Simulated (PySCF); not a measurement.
Two species compared at the same levels of theory.

First species: C₂H₆FNSi.
SMILES: `C=C(F)[SiH2]N`

Second species: HCF (singlet state).
Bonds: C1–F2. Hydrogens: H3 on C1.

Levels: B3LYP/def2-SVPD for dipole moment, HOMO energy, LUMO energy, HOMO–LUMO gap, static isotropic polarisability and electronic spatial extent ⟨r²⟩ about the centre of nuclear charge; TDDFT B3LYP/def2-SVPD for lowest singlet excitation; TDA B3LYP/def2-SVPD for lowest triplet excitation (Tamm–Dancoff); GFN2-xTB for rotational constant A and rotational constant C. Geometries: GFN2-xTB. All species are isolated and taken at one optimised geometry, non-relativistic unless stated; the electronic structure was computed with PySCF and density fitting.

Dipoles, sizes and rotational constants follow the conformer. The torsions of the flexible species, by atom-mapped SMILES:
- `[CH2:1]=[C:2]([F:3])[SiH2:4][NH2:5]`: C1–C2–Si4–N5 -15°, H–N5–Si4–C2 -50°, H–N5–Si4–C2 172°

(1) Which of the two has the higher rotational constant A, and by how much?

(2) Which has the higher rotational constant C?

(3) Which has the higher HOMO–LUMO gap?

(4) Which of the two has the higher S1 energy, and by how much?

(5) Which has the higher ⟨r²⟩?

(6) Which of the two has the higher LUMO energy, and by how much?

(7) Which has the higher T1 energy?

(8) Which has the higher dipole moment?

## Answers

(1) The second: 497.726 GHz against 7.010 GHz, a difference of 490.716 GHz.

(2) The second: 34.336 GHz against 2.000 GHz, a difference of 32.336 GHz.

(3) The first: 6.86 eV against 3.79 eV, a difference of 3.07 eV.

(4) The first: 5.95 eV against 2.09 eV, a difference of 3.86 eV.

(5) The first: 601 bohr² against 56 bohr², a difference of 545 bohr².

(6) The first: -0.59 eV against -3.17 eV, a difference of 2.58 eV.

(7) The first: 4.26 eV against 0.54 eV, a difference of 3.72 eV.

(8) The first: 2.42 D against 1.58 D, a difference of 0.84 D.

On the first: No computed singlet falls in the visible range (750 to 380 nm, 1.65 to 3.26 eV); S1 lies 2.69 eV above its blue end.

On the second: The principal polarisabilities are 14.1, 15.5 and 18.0 au; their mean is the isotropic value. 1 of the 8 computed singlets lies in the visible range (750 to 380 nm, 1.65 to 3.26 eV), with an oscillator strength of 0.005.
